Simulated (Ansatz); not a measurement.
## Other spins and charges of SiC, singlet at one geometry

Geometry (PBE0/def2-TZVP stationary point for this spin):

```xyz
2

Si    0.0000    0.0000    0.0000
C     0.0000    0.0000    1.6358
```

Basis cc-pVDZ; Ansatz 0.2.0. Correlated methods freeze the noble-gas cores. Prefix R: restricted or restricted open-shell reference. Active spaces: valence = (8e, 8o) chosen from the atoms' valence shells.

Gaps are energies of the second state less the first, at fixed atoms, for a selection of the levels run; each method lands on the state that its own search finds for that charge and spin.

Coupled cluster chose its determinant by a search with trial CCSD, here up to 0.51 eV above the lowest Hartree–Fock solution of its kind, and MP2 stands on that determinant too.

Removing an electron, to the doublet: 9.503 eV at full CI (singlet A1, doublet ion B2, in C2v).

Large singles or doubles amplitudes warn of static correlation in the SiC singlet and the SiC⁺ doublet.

```json
{"level": "RCCSD", "gap (eV)": "9.337", "error (meV)": "-166"}
{"level": "RCCSD(T)", "gap (eV)": "9.498", "error (meV)": "-5"}
{"level": "BCCD(T)*", "gap (eV)": "9.533", "error (meV)": "30"}
{"level": "RCCSDT", "gap (eV)": "9.472", "error (meV)": "-31"}
{"level": "RCCSDT(Q)", "gap (eV)": "9.529", "error (meV)": "26"}
{"level": "RCCSDTQ", "gap (eV)": "9.496", "error (meV)": "-7"}
{"level": "CASSCF (valence space)", "gap (eV)": "8.862", "error (meV)": "-641"}
{"level": "NEVPT2 (valence space)", "gap (eV)": "9.354", "error (meV)": "-149"}
{"level": "MRCISD (valence space)", "gap (eV)": "9.434", "error (meV)": "-69"}
{"level": "MRCISD+Q (valence space)", "gap (eV)": "9.492", "error (meV)": "-11"}
```

An asterisk marks runs whose energy the program itself flagged as in doubt.

Triplet less singlet: -0.470 eV at full CI (singlet A1, triplet B2, in C2v).

Large singles or doubles amplitudes warn of static correlation in the SiC singlet.

| level | gap (eV) | error (meV) |
| --- | --- | --- |
| RMP2 | -0.687 | -217 |
| RCCSD | -0.812 | -342 |
| RCCSD(T) | -0.482 | -12 |
| BCCD(T)* | -0.492 | -22 |
| RCCSDT | -0.526 | -56 |
| CISDTQ | -0.745 | -275 |
| RCCSDT(Q) | -0.442 | 28 |
| RCCSDTQ | -0.480 | -10 |
| CASSCF (valence space) | -0.251 | 219 |
| NEVPT2 (valence space) | -0.421 | 49 |
| MRCISD (valence space) | -0.458 | 12 |
| MRCISD+Q (valence space) | -0.488 | -18 |

Full CI is exact within this basis and frozen core; it isn't the basis-set limit.
